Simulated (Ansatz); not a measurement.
**A cut through the energy surface**

CH5AlS (SMILES [CH3][AlH][SH]), singlet, at its PBE0-D4/def2-TZVP minimum:

| atom | x (Å) | y (Å) | z (Å) |
| --- | --- | --- | --- |
| C1 | -0.7290 | 1.0667 | -0.4179 |
| Al2 | 0.5715 | -0.3266 | -0.0379 |
| S3 | -0.0037 | -1.9332 | 1.3319 |
| H4 | -0.3428 | 2.0483 | -0.1243 |
| H5 | -1.6763 | 0.9086 | 0.1024 |
| H6 | -0.9380 | 1.1213 | -1.4912 |
| H7 | 2.0302 | -0.3812 | -0.6543 |
| H8 | 1.1803 | -2.5609 | 1.2355 |

The dihedral angle C1–Al2–S3–H8 (-180.0° at the minimum) is set to the values below, with the rest relaxed at PBE0-D4/def2-TZVP at each step (the four atoms are held in place, so their three bonds and two angles keep the values of the minimum). Each method's energies count from its own value at the PBE0-D4 minimum structure. Ansatz 0.2.0; basis: def2-TZVPP; cores frozen in the correlated methods.

CCSD(T) energies along the scan:
```json
{"dihedral angle (°)": "-156.6", "CCSD(T) (meV)": "38"}
{"dihedral angle (°)": "-126.6", "CCSD(T) (meV)": "176"}
{"dihedral angle (°)": "-96.6", "CCSD(T) (meV)": "300"}
{"dihedral angle (°)": "-66.6", "CCSD(T) (meV)": "241"}
{"dihedral angle (°)": "-36.6", "CCSD(T) (meV)": "94"}
{"dihedral angle (°)": "-6.6", "CCSD(T) (meV)": "14"}
{"dihedral angle (°)": "23.4", "CCSD(T) (meV)": "47"}
{"dihedral angle (°)": "53.4", "CCSD(T) (meV)": "175"}
{"dihedral angle (°)": "83.4", "CCSD(T) (meV)": "299"}
{"dihedral angle (°)": "113.4", "CCSD(T) (meV)": "243"}
{"dihedral angle (°)": "143.4", "CCSD(T) (meV)": "91"}
{"dihedral angle (°)": "173.4", "CCSD(T) (meV)": "3"}
```
They count from the CCSD(T) energy at the PBE0-D4 minimum.

Largest difference from the CCSD(T) curve over the scan: PBE-D4 9; wB97M-V 7; HF 7; MP2 5 meV. Each curve counts from its own value at the minimum.

The T1 diagnostic stays at or below 0.011.

For scale, one of the runs: CCSD(T)/def2-TZVPP, 185 basis functions (an equivalent command: `ansatz run in.yaml --threads 2`). Time: 21 s of wall clock on 2 CPU threads; the host was shared. Peak host memory: 1.7 GiB.
